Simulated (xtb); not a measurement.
xtb input (GFN2-xTB):

```bash
xtb mol.xyz --gfn 2 --ohess tight --chrg 1 --uhf 0
```
mol.xyz:
```
2

C     -0.00680924    -0.00457265    -0.54757784
N     -0.00706027    -0.02432575     0.58833107
```

Output:

```
           -------------------------------------------------
          |                Calculation Setup                |
           -------------------------------------------------

           -------------------------------------------------
          |                 G F N 2 - x T B                 |
           -------------------------------------------------

        Reference                      10.1021/acs.jctc.8b01176
      * Hamiltonian:
        H0-scaling (s, p, d)           1.850000    2.230000    2.230000
        zeta-weighting                 0.500000
      * Dispersion:
        s8                             2.700000
        a1                             0.520000
        a2                             5.000000
        s9                             5.000000
      * Repulsion:
        kExp                           1.500000    1.000000
        rExp                           1.000000
      * Coulomb:
        alpha                          2.000000
        third order                    shell-resolved
        anisotropic                    true
        a3                             3.000000
        a5                             4.000000
        cn-shift                       1.200000
        cn-exp                         4.000000
        max-rad                        5.000000

          ...................................................
          :                      SETUP                      :
          :.................................................:
          :  # basis functions                   8          :
          :  # atomic orbitals                   8          :
          :  # shells                            4          :
          :  # electrons                         8          :
          :  max. iterations                   250          :
          :  Hamiltonian                  GFN2-xTB          :
          :  restarted?                      false          :
          :  GBSA solvation                  false          :
          :  PC potential                    false          :
          :  electronic temp.          300.0000000     K    :
          :  accuracy                    1.0000000          :
          :  -> integral cutoff          0.2500000E+02      :
          :  -> integral neglect         0.1000000E-07      :
          :  -> SCF convergence          0.1000000E-05 Eh   :
          :  -> wf. convergence          0.1000000E-03 e    :
          :  Broyden damping             0.4000000          :
          :  net charge                          1          :
          :  unpaired electrons                  0          :
          ...................................................

 iter      E             dE          RMSdq      gap      omega  full diag
   1     -3.7688164 -0.376882E+01  0.187E+01    3.79       0.0  T
   2     -3.2196674  0.549149E+00  0.215E+01    5.92       1.0  T
   3     -4.3278592 -0.110819E+01  0.755E+00    3.24       1.0  T
   4     -4.2808800  0.469792E-01  0.618E+00    3.01       1.0  T
   5     -4.3402946 -0.594146E-01  0.288E+00    3.06       1.0  T
   6     -4.3572777 -0.169831E-01  0.113E+00    3.03       1.0  T
[...]
Topologies differ in total number of bonds
Writing topology from bond orders to xtbtopo.mol

molecular dipole:
                 x           y           z       tot (Debye)
 q only:       -0.013      -0.029       0.124
   full:       -0.013      -0.020      -0.397       1.010
molecular quadrupole (traceless):
                xx          xy          yy          xz          yz          zz
 q only:       -0.546       0.001      -0.545      -0.003      -0.033       1.091
  q+dip:       -2.016       0.000      -2.014       0.006      -0.089       4.029
   full:       -1.353       0.000      -1.352       0.007      -0.055       2.705

           -------------------------------------------------
          |                Geometry Summary                 |
           -------------------------------------------------

      molecular mass/u    :       26.0174391
   center of mass at/Å    :       -0.0069440      -0.0151840       0.0626405
  moments of inertia/u·Å² :       -0.1910163E-17   0.7852214E+01   0.7852214E+01
rotational constants/cm⁻¹ :       -0.8825231E+19   0.2146864E+01   0.2146864E+01

 * 1 selected distances

     #   Z          #   Z                                           value/Å
     0   0          0   0                                         0.0000000 (max)
Molecule has the following symmetry elements: (Cinf) (sigma)
It seems to be the Cinfv point group

 * 0 distinct bonds (by element types)

   Z      Z             #   av. dist./Å        max./Å        min./Å

           -------------------------------------------------
          |               Frequency Printout                |
           -------------------------------------------------
 vibrational frequencies (cm⁻¹)
eigval :        0.00     0.00     0.00     0.00     0.00  2526.85
 reduced masses (amu)
   1: 12.93   2: 12.93   3: 13.09   4: 13.09   5: 13.09   6: 12.93
 IR intensities (km·mol⁻¹)
   1:  9.23   2:  9.23   3: 37.47   4: 37.47   5: 37.47   6: 25.88
 Raman intensities (Ä⁴*amu⁻¹)
   1:  0.00   2:  0.00   3:  0.00   4:  0.00   5:  0.00   6:  0.00
 output can be read by thermo (or use thermo option).
 writing <g98.out> molden fake output.
 recommended (thermochemical) frequency scaling factor: 1.0
           -------------------------------------------------
          |             Thermodynamic Functions             |
           -------------------------------------------------

cin symmetry found (for desy threshold:  0.10E+00) used in thermo

          ...................................................
          :                      SETUP                      :
          :.................................................:
          :  # frequencies                           1      :
          :  # imaginary freq.                       0      :
          :  linear?                              true      :
          :  only rotor calc.                    false      :
          :  symmetry                              cin      :
          :  rotational number                       1      :
          :  scaling factor                  1.0000000      :
          :  rotor cutoff                   50.0000000 cm⁻¹ :
          :  imag. cutoff                  -20.0000000 cm⁻¹ :
          :.................................................:

    mode    ω/cm⁻¹     T·S(HO)/kcal·mol⁻¹    T·S(FR)/kcal·mol⁻¹   T·S(vib)
   ------------------------------------------------------------------------
   ------------------------------------------------------------------------

   temp. (K)  partition function   enthalpy   heat capacity  entropy
                                   cal/mol     cal/K/mol   cal/K/mol   J/K/mol
 298.15  VIB   1.00                    0.037      0.001      0.000
         ROT   96.5                  592.502      1.987     11.069
         INT   96.5                  592.538      1.989     11.069
         TR   0.128E+27             1481.254      4.968     35.688
         TOT                        2073.7921     6.9569    46.7572   195.6322

       T/K    H(0)-H(T)+PV         H(T)/Eh          T*S/Eh         G(T)/Eh
   ------------------------------------------------------------------------
    298.15    0.330480E-02    0.906139E-02    0.222159E-01   -0.131545E-01
   ------------------------------------------------------------------------

         :::::::::::::::::::::::::::::::::::::::::::::::::::::
         ::                  THERMODYNAMIC                  ::
         :::::::::::::::::::::::::::::::::::::::::::::::::::::
         :: total free energy          -4.267385272952 Eh   ::
         ::.................................................::
         :: total energy               -4.254230796929 Eh   ::
         :: zero point energy           0.005756593976 Eh   ::
         :: G(RRHO) w/o ZPVE           -0.018911069999 Eh   ::
         :: G(RRHO) contrib.           -0.013154476023 Eh   ::
         :::::::::::::::::::::::::::::::::::::::::::::::::::::

optimized geometry written to: xtbopt.xyz

           -------------------------------------------------
          | TOTAL ENERGY               -4.254230796929 Eh   |
          | TOTAL ENTHALPY             -4.245169404942 Eh   |
          | TOTAL FREE ENERGY          -4.267385272952 Eh   |
          | GRADIENT NORM               0.000067264897 Eh/α |
          | HOMO-LUMO GAP               3.279269308387 eV   |
           -------------------------------------------------

------------------------------------------------------------------------
Note: The following floating-point exceptions are signalling: IEEE_DENORMAL
normal termination of xtb
------------------------------------------------------------------------
 total:
 SCF:
 ANC optimizer:
 analytical hessian:
```
